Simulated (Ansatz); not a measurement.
AlHCl₂⁺, that is AlCl2H with one electron fewer. Charge 1, multiplicity 2. Geometry PBE0-D4/def2-TZVP, that of the neutral singlet; atoms count from 1.

```xyz
4

Al    0.083   -0.093   -0.068
Cl   -1.235   -0.728    1.415
Cl    0.150    1.936   -0.535
H     1.002   -1.115   -0.812
```

Estimate the Mulliken populations from the PBE0/def2-TZVP orbitals of Ansatz.


```tsv
atom	charge (e)	spin (α − β)
Al1	0.64	0.03
Cl2	0.11	0.35
Cl3	0.11	0.35
H4	0.14	0.28
```
Mulliken values depend strongly on the basis.

Where does the spin sit?

Summed by element: Al 0.03, Cl 0.70, H 0.28, of 1 unpaired in all. Largest on single atoms: Cl3 0.35, Cl2 0.35, H4 0.28.

And the Mayer bond orders between heavy atoms (over 0.3)?

Al1–Cl2 1.27 (2.08 Å); Al1–Cl3 1.27 (2.08 Å).
